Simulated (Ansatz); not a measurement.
System: hcp Lu. Method: PBE (plane waves, PAW; Ansatz, a program for electronic structure).

Numerical settings: plane-wave cutoff 520 eV, 16×16×10 k mesh (along the axes of the cell as run), Fermi–Dirac smearing 0.1 eV, perturbation theory, force constants from a 4×4×2 q mesh, scalar-relativistic PAW data made under PBE.

Computed at the level's own relaxed cell. Harmonic vibrational thermodynamics at fixed volume:

```
T (K)  S_vib (J/K per mol of atoms)  C_V (J/K per mol of atoms)  F_vib (eV/atom)
-----  ----------------------------  --------------------------  ---------------
0                              0.00                        0.00           0.0150
200                           39.89                       24.21          -0.0294
300                           49.80                       24.61          -0.0763
400                           56.90                       24.75          -0.1317
500                           62.43                       24.82          -0.1937
700                           70.80                       24.88          -0.3322
900                           77.05                       24.90          -0.4857
```

The crystal is taken as a harmonic solid at every temperature: melting, phase changes and thermal expansion are not seen, nor the electrons' share in a metal.
